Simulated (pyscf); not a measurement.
**Four-centre exchange: `[BH2][OH]` + `[ClH]` → `[OH][BH][Cl]` + `[H][H]`**

Gas phase, singlet surface, charge 0. Bonds broken: B1–H3, Cl6–H7. Bonds formed: B1–Cl6, H3–H7. Optimised with ωB97X-D3(BJ)/def2-SVP in PySCF.

Transition state (Å):

```xyz
7

B     -1.1588    -0.1467    -0.2623
O     -1.1944    -0.1405     1.0962
H     -0.2830    -1.0003    -0.8085
H     -2.1571    -0.1387    -0.9249
H     -0.3421    -0.1625     1.5423
Cl     0.0663     1.4825    -1.0424
H      0.1092    -0.0817    -1.0349
```

One imaginary mode, 986i cm⁻¹; descent along it reached the two sides named.

```json
[
 {"bond": "B1–H3", "change": "breaks", "reactant side (Å)": "1.212", "saddle": "1.339", "product side": "3.2"},
 {"bond": "Cl6–H7", "change": "breaks", "reactant side (Å)": "1.285", "saddle": "1.565", "product side": "3.1"},
 {"bond": "B1–Cl6", "change": "forms", "reactant side (Å)": "3.2", "saddle": "2.183", "product side": "1.775"},
 {"bond": "H3–H7", "change": "forms", "reactant side (Å)": "3.4", "saddle": "1.024", "product side": "0.760"}
]
```

Electronic energies relative to the separated reactants (eV):

```tsv
level	barrier	reaction energy	reverse barrier
ωB97X-D3(BJ)/def2-TZVP	0.93	-0.87	1.80
PBE/def2-TZVP	0.57	-0.89	1.46
r²SCAN/def2-TZVP	0.63	-0.94	1.57
B3LYP-D3(BJ)/def2-TZVP	0.88	-0.85	1.72
PBE0-D3(BJ)/def2-TZVP	0.68	-0.87	1.56
M06-2X/def2-TZVP	0.91	-0.91	1.82
ωB97M-D3(BJ)/def2-TZVP	0.93	-0.84	1.76
HF/def2-TZVP	1.72	-0.68	2.40
```

With ωB97M-D3(BJ)/def2-TZVP energies and thermal terms (ideal gas, 1 atm, RRHO with modes under 100 cm⁻¹ raised to 100, one conformer, R ln 2 for chiral ones without a mode under 150 cm⁻¹), in eV:

```tsv
T (K)	ΔH‡	ΔG‡	ΔH	ΔG
298	0.90	1.32	-0.91	-0.84
600	0.89	1.74	-0.88	-0.79
900	0.90	2.17	-0.86	-0.75
1200	0.92	2.59	-0.84	-0.71
```

One saddle was located; it need not be the lowest between these sides.
